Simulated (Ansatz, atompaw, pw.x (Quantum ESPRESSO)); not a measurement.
What a changed setting does to a pw.x run (bcc K)

Potential: PAW, atompaw 4.2.0.5, PBEsol; core [Ne], reference 3s2 3p6 4s0.75 4p0.25; waves: 3s (bound): rc 1.90 bohr; 4s (bound): rc 1.92 bohr; 3p (bound): rc 2.05 bohr; 4p (bound): rc 2.60 bohr; 3d channel at -0.1 Ry: rc 2.00 bohr; 3d channel at 0.3 Ry: rc 2.60 bohr; local part: bessel scheme, radius 1.90 bohr; core correction: smooth core density matched at 2.55 bohr; augmentation: gaussian compensation charge, radius 1.90 bohr; PAW radius 2.60 bohr; waves and projectors: custom rrkj vanderbiltortho.

The reference run (k-mesh 9³, cutoffs 40/400 Ry, Fermi–Dirac 0.01 Ry, mixing_beta 0.4, conv_thr 1e-9, no spin) gives -0.02 GPa at 71.488 Å³/atom, where all-electron LAPW gives -0.01 GPa. This run, with its own iteration cap, changes smearing to mv.

```
&control
  calculation='scf', prefix='x', pseudo_dir='./', outdir='./tmp', tstress=.true., disk_io='none'
/
&system
  ibrav=0, nat=1, ntyp=1, ecutwfc=40, ecutrho=400, nbnd=12,
  occupations='smearing', smearing='mv', degauss=0.01
/
&electrons
  conv_thr=1e-09, mixing_beta=0.4, electron_maxstep=70
/
ATOMIC_SPECIES
K 1.0 K.UPF
CELL_PARAMETERS angstrom
  -2.61451448 2.61451448 2.61451448
  2.61451448 -2.61451448 2.61451448
  2.61451448 2.61451448 -2.61451448
ATOMIC_POSITIONS crystal
K 0.0000 0.0000 0.0000
K_POINTS automatic
9 9 9 0 0 0
```

```bash
pw.x < K.scf.in > K.scf.out
```

Q: How does the run end?

A: It converges in 20 iterations; the free energy moves by +21.1 meV/atom and the pressure by -0.02 GPa. This scheme is built to cancel the term in the square of the width that Fermi–Dirac smearing leaves in the F of a metal.

```
Message from routine setup:
     using ibrav=0 with symmetry is DISCOURAGED, use correct ibrav instead
     lattice parameter (alat)  =       8.5576  a.u.
     unit-cell volume          =     482.4249 (a.u.)^3
     number of electrons       =         9.00
     number of Kohn-Sham states=           12
     kinetic-energy cutoff     =      40.0000  Ry
     charge density cutoff     =     400.0000  Ry
     scf convergence threshold =      1.0E-09
     Exchange-correlation= SLA PW PSX PSC
     number of k points=    35  Marzari-Vanderbilt smearing, width (Ry)=  0.0100
     iteration #  1     ecut=    40.00 Ry     beta= 0.40
     total energy              =    -111.37691720 Ry
     estimated scf accuracy    <       0.00556636 Ry
     iteration #  2     ecut=    40.00 Ry     beta= 0.40
     total energy              =    -111.37610760 Ry
     estimated scf accuracy    <       0.00152202 Ry
     iteration #  3     ecut=    40.00 Ry     beta= 0.40
     total energy              =    -111.37643053 Ry
     estimated scf accuracy    <       0.00025987 Ry
     [... 14 iterations left out ...]
     iteration # 18     ecut=    40.00 Ry     beta= 0.40
     total energy              =    -111.37658599 Ry
     estimated scf accuracy    <       0.00000013 Ry
     iteration # 19     ecut=    40.00 Ry     beta= 0.40
     total energy              =    -111.37658599 Ry
     estimated scf accuracy    <       0.00000002 Ry
     iteration # 20     ecut=    40.00 Ry     beta= 0.40
     the Fermi energy is     1.8463 ev
!    total energy              =    -111.37658599 Ry
     estimated scf accuracy    <          9.1E-11 Ry
     smearing contrib. (-TS)   =      -0.00008340 Ry
     convergence has been achieved in  20 iterations
          total   stress  (Ry/bohr**3)                   (kbar)     P=       -0.37
     Message from routine punch:
     Nothing written, as per user request (disk_io='none')
```

The run took about 51 s on one core of a shared host (Intel(R) Xeon(R) Platinum 8259CL CPU @ 2.50GHz, 96 threads, 755 GiB, load 49).
